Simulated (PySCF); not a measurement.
# C4H8: the cost of one run

The runs use PySCF 2.14.0, with density-fitted response routines of our own; the level of theory stands in each step. All values are computed, except where a source is named. Atoms count from 0, in the outputs and in this text.

## (1) Starting geometry

12 atoms, charge 0, multiplicity 1; geometry from: GFN2-xTB. The atoms were then displaced at random by about 0.01 Å, so the start is not that level's minimum.

Bonds of the start (Å): C0–C1 1.36, C1–C2 1.51, C1–C3 1.50, C0–H4 1.07, C0–H5 1.05, C2–H6 1.08, C2–H7 1.09, C2–H8 1.06, C3–H9 1.05, C3–H10 1.10, C3–H11 1.11.

## (2) Relaxing the molecule at PBE0-D3(BJ)/def2-TZVP

The job: settings as JSON, then the geometry in Å.

```
{"job": {"xc": "PBE0", "basis": "def2-TZVP", "d3": "d3bj", "grid": 2, "shake": 0.01, "kind": "geom"}, "charge": 0, "multiplicity": 1}
C      1.377110    -0.619530     0.425400
C      0.186190    -0.088390     0.056080
C     -1.135750    -0.709200     0.435640
C      0.114670     1.161670    -0.774820
H      2.288190    -0.145840     0.127630
H      1.421620    -1.483010     1.015440
H     -1.706860    -0.000500     1.014550
H     -0.947310    -1.593660     1.040630
H     -1.682410    -0.972170    -0.428180
H      1.059830     1.556280    -1.003850
H     -0.458460     0.943900    -1.690000
H     -0.477140     1.922180    -0.227550
```

Launch:

```
OMP_NUM_THREADS=1 python probes_run.py task.json out
```

One launch serves the whole session: the jobs run in the order shown.

Q: Estimate the wall time and peak memory of this first job on 1 thread of Arm Neoverse V2, shared host.

About 59 s, with a peak of 0.86 GiB.
